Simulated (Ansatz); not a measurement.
A made-up structure of BSiHCl (charge -1), closed shell:

```
4
angstrom
Si -0.1796 0.6714 -1.5263
B 0.0518 -0.3184 -0.0459
Cl -0.2083 0.7314 -3.6553
H -0.1586 0.9807 0.1683
```

It is relaxed with PBE-D4/def2-SVPD and then PBE0-D4/def2-TZVPD (Ansatz 0.2.0). Atoms count as bonded within 1.22 times the sum of their covalent radii (H–H: 0.88 Å). The end point is not checked to be a true minimum.

Question: Does its bonding change? (Judge from chemistry; the calculation decides.)

Answer: Computed: Yes. Formed: none; broken: Si1–H4.

Where it ends: The first stage lowers the energy by 1.30 eV in 14 steps. It ends as BSiHCl ([BH][Si][Cl]), total charge -1:
```xyz
4
angstrom
Si -0.2701 1.5488 -1.8836
B -0.0955 0.4703 -0.3874
Cl -0.1207 0.0399 -3.5015
H -0.0085 0.0061 0.7135
```

Labels in which every atom is bracketed show which atoms are joined, not bond orders.

For scale, one of the runs: PBE0-D4/def2-TZVPD relaxation, 135 basis functions, launched by `ansatz run in.yaml --threads 2 --pin off --events-out ev --progress --plain --max-ram 4352MiB`. The run took about 22 s on 2 CPU threads of an Arm Neoverse V1 (shared host).
